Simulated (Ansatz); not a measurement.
System: rhombohedral A7 Sb. Method: PBE-D4 (plane waves, PAW; Ansatz, an electronic-structure program).

Numerical settings: plane-wave cutoff 500 eV, 12×12×12 k mesh, Fermi–Dirac smearing 0.05 eV, scalar-relativistic PAW data made under PBE.

Computed at the level's own relaxed cell.

**Question.** Estimate the equilibrium volume per atom, lattice parameter a and lattice parameter c that the calculation returns.

**Answer.** 
equilibrium volume per atom: 29.77 Å³/atom
lattice parameter a: 4.322 Å
lattice parameter c: 11.041 Å

Measured, for comparison: lattice constant a 4.301 Å, lattice parameter c 11.232 Å (78 K, zero-point motion not removed; as tabulated in Schiferl, Barrett, J. Appl. Cryst. 2, 30 (1969), COD 9009654). Computed (rounded) less measured: lattice constant a +0.5 %, lattice parameter c -1.7 %.

Spin–orbit coupling is not included.

The computed numbers hold no vibrational or temperature effects.
